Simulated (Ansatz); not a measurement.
Diamond was calculated with r²SCAN+rVV10 (plane waves, PAW; Ansatz, an electronic-structure program).

Run with plane-wave cutoff 560 eV, 16×16×16 k mesh, Fermi–Dirac smearing 0.01 eV, scalar-relativistic PAW data made under PBE.

Equation-of-state points:

```
V (Å³/atom)  E − E_lowest (meV/atom)
-----------  -----------------------
5.291                          31.71
5.403                          13.67
5.516                           3.33
5.628                           0.00
5.741                           3.06
5.853                          11.93
5.966                          26.10
```

Question: Fit the third-order Birch–Murnaghan equation and give B0 and B′.

Answer: V0 = 5.629 Å³/atom, B0 = 454 GPa, B′ = 3.7 (fit to the energies at full precision).

Measured, for comparison: bulk modulus 455 GPa (0 K value with the zero-point phonon effect removed; as tabulated in Mejia-Rodriguez and Trickey (2018), arXiv:1807.09216); equilibrium volume per atom 5.61 Å³/atom (static lattice: zero-point anharmonic expansion removed; as tabulated in Mejia-Rodriguez and Trickey (2018), arXiv:1807.09216). Computed (rounded) less measured: bulk modulus -0.2 %, equilibrium volume per atom +0.4 %.

Computed values are for the static lattice.

It cost around 40 core-seconds (rough) of CPU time.
